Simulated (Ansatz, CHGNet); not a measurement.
For α-N2, the machine-learned potential CHGNet 0.3.0 (trained on PBE and PBE+U data) gives:

```
Property                     Result
-------------------------  --------
elastic constant C11       4.18 GPa
elastic constant C44       0.94 GPa
polycrystal shear modulus  0.72 GPa
```

**Question.** What does HSE06-D3(BJ) in Ansatz (plane waves, PAW) give for the same quantities?

**Answer.** 
- elastic constant C11: 2.76 GPa (decreases by 34 %)
- elastic constant C44: 1.30 GPa (goes up by 38 %)
- Voigt–Reuss–Hill shear modulus: 0.63 GPa (decreases by 12 %)

Changes are worked out from the printed values.

Unless a cell is named, each level is at its own relaxed cell (CHGNet 0.3.0 27.08, HSE06-D3(BJ) 22.89 Å³/atom).

Caveats: the dispersion coefficients are held fixed in the derivatives (HSE06-D3(BJ)). Ansatz's density-functional and Hartree–Fock values are scalar-relativistic unless marked +SOC, with PAW data made under PBE.

Ansatz is an electronic-structure program.
